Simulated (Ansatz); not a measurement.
Multireference treatment of C₃H₄, singlet

Program: Ansatz, Gaussian basis, development build. Basis cc-pVDZ, nonrelativistic, no frozen core. State-specific CASSCF; RHF is the lowest restricted (open-shell) Hartree–Fock solution met. Solutions may break the symmetry of the shape. No proof that the lowest CASSCF solution was found.

Geometry:

```xyz
7

C     0.0000    0.2543   -1.0808
C     0.0000    0.3705    1.0696
C     0.0000   -0.5746    0.1753
H     0.9124    0.3355   -1.6733
H    -0.9124    0.3355   -1.6733
H     0.0000    0.6776    2.1033
H     0.0000   -1.6497    0.2584
```

What do CASSCF and its corrections give against RHF in CAS(4,4), and what are the occupations?

CASSCF -2.626 eV, SC-NEVPT2 -11.994 eV; occupations 1.91, 1.69, 0.31, 0.09.
